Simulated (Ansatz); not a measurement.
hcp Sc was calculated with revPBE (Ansatz, an electronic-structure program, PAW).

Numerical settings: plane-wave cutoff 520 eV, 18×18×10 k mesh (along the axes of the cell as run), Fermi–Dirac smearing 0.05 eV, scalar-relativistic PAW data made under PBE.

The cell is scaled about its equilibrium volume:

Shape and atoms are relaxed at each volume.

```json
[
 {"V (Å³/atom)": "24.343", "P (GPa)": "2.25", "c (Å)": "5.147", "a (Å)": "3.305"},
 {"V (Å³/atom)": "24.850", "P (GPa)": "1.08", "c (Å)": "5.185", "a (Å)": "3.327"},
 {"V (Å³/atom)": "25.358", "P (GPa)": "0.00", "c (Å)": "5.223", "a (Å)": "3.348"},
 {"V (Å³/atom)": "25.865", "P (GPa)": "-0.98", "c (Å)": "5.260", "a (Å)": "3.370"},
 {"V (Å³/atom)": "26.372", "P (GPa)": "-1.89", "c (Å)": "5.296", "a (Å)": "3.391"}
]
```

Note: the bulk modulus comes from volumes at which shape and atoms were relaxed.
